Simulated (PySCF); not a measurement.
3-pentanone, C₅H₁₀O.
Geometry (GFN2-xTB, Å), atoms numbered from 1 in this order:
```xyz
16
C5H10O angstrom
C      2.5441    0.0308    0.0507
C      1.2007    0.0288   -0.6665
C      0.0319    0.0515    0.3005
O      0.1584    0.2749    1.4760
C     -1.3102   -0.2348   -0.3468
C     -2.4785    0.1041    0.5693
H      2.6465   -0.8637    0.6599
H      3.3612    0.0631   -0.6655
H      2.6144    0.8944    0.7065
H      1.1132    0.9165   -1.2995
H      1.1071   -0.8432   -1.3171
H     -1.3270   -1.3003   -0.5935
H     -1.3785    0.3171   -1.2864
H     -3.4215   -0.1784    0.1083
H     -2.4946    1.1709    0.7786
H     -2.3749   -0.4228    1.5140
```

Computed geometry: GFN2-xTB, gas phase.

Masses are those of the commonest isotopes; rigid-rotor values at the optimised geometry. The values belong to one conformer with, in the numbering `[CH3:1][CH2:2][C:3](=[O:4])[CH2:5][CH3:6]`, C1–C2–C3–O4 12°, C2–C3–C5–C6 -167°.

Question: What are A, B and C (MHz)?

Answer: Ia = 57.35, Ib = 254.06, Ic = 297.70 u·Å²; 505379 MHz·u·Å²/I gives A = 8813, B = 1989, C = 1698 MHz.

Question: What kind of rotor is it?

Answer: A near-prolate asymmetric top; Ray's κ = -0.918.

Question: What does the inertial defect say?

Answer: Not planar: Δ = Ic − Ia − Ib = -13.71 u·Å². For a rigid frame Δ = −2 Σ m c², so Σ m c² = 6.86 u·Å² lies off the ab plane: 6.40 from hydrogen and 0.45 from heavier atoms. The atom farthest from that plane is 1.13 Å away.

Question: Where do the levels up to J = 2 lie, in K?

Answer: Above 0(0,0), as E/k:
J = 1: 1(0,1) 0.177, 1(1,1) 0.504, 1(1,0) 0.518
J = 2: 2(0,2) 0.530, 2(1,2) 0.844, 2(1,1) 0.886, 2(2,1) 1.869, 2(2,0) 1.869
Those of J = 1 are B + C, A + C and A + B.

Question: Estimate the classical rotational partition function at 10 K, 25 K and 50 K.

Answer: Point group C2, symmetry number σ = 2; q = (√π/σ)·√((kT/h)³/(ABC)), k/h = 20836.6 MHz/K: 489 at 10 K, 1930 at 25 K, 5460 at 50 K.

No frequency check. No vibrational averaging or centrifugal distortion is included, and the geometry carries the error of its method.
